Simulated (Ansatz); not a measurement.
Geometry optimisation, Ansatz 0.2.0, RKS r2SCAN-D4/6-31G.

The input (input.yaml):

```yaml
crystal:
  periodic: [false, false, false]
  atoms:
    - { symbol: C, position_ang: [-1.05138, 1.69454, -0.41497] }
    - { symbol: C, position_ang: [-0.18493, 0.88352, 0.00307] }
    - { symbol: C, position_ang: [0.51913, -0.10968, 0.56073] }
    - { symbol: "N", position_ang: [0.55084, -1.48605, 0.02589] }
    - { symbol: H, position_ang: [-0.92571, 2.51257, -1.12969] }
    - { symbol: H, position_ang: [0.94219, -0.05582, 1.56541] }
    - { symbol: H, position_ang: [-0.2604, -2.02139, 0.37196] }
    - { symbol: H, position_ang: [0.41027, -1.4177, -0.9824] }
total_charge: -1
basis:
  gaussian: { orbitals: "6-31G" }
hamiltonian:
  xc: r2scan
  dispersion: d4
relax:
  f_tol: 0.02
  max_steps: 50
```

Command:

```bash
$ ansatz run input.yaml --threads 1 --pin off --max-ram 2048MiB --backend cpu --events-out ev --progress --plain --runs-dir out
```

Where does it end, and by what steps?

The forces met the threshold. Limits of this set-up: no polarisation functions, an anion without diffuse functions, the dipole of an ion depends on the origin. After 15 steps the energy has fallen by 0.167 eV; H8 moved furthest, 0.36 Å.

```csv
step,energy less start (eV),largest force component (eV/Å),accepted
0,0.0000,1.794,yes
1,-0.0257,1.308,yes
2,-0.1050,0.956,yes
3,-0.1396,0.517,yes
4,-0.1436,0.353,yes
5,-0.1171,0.648,no
6,-0.1566,0.555,yes
7,-0.1642,0.075,yes
8,-0.1203,0.440,no
9,-0.1662,0.108,yes
10,-0.1668,0.036,yes
11,-0.1671,0.034,yes
12,-0.1670,0.037,no
13,-0.1672,0.021,yes
14,-0.1671,0.049,no
15,-0.1672,0.013,yes
```

```xyz
8
Properties=species:S:1:pos:R:3
C -1.134 1.752 -0.331
C -0.274 0.876 0.078
C 0.485 -0.124 0.597
N 0.451 -1.508 0.094
H -0.925 2.455 -1.156
H 1.160 0.027 1.441
H -0.488 -1.914 0.169
H 0.725 -1.563 -0.893
```

Whether the end is a true minimum wasn't checked by a vibrational analysis.

Time of the run: 41 s on 1 thread of Arm Neoverse V1, on a shared host, peak memory 0.12 GiB.
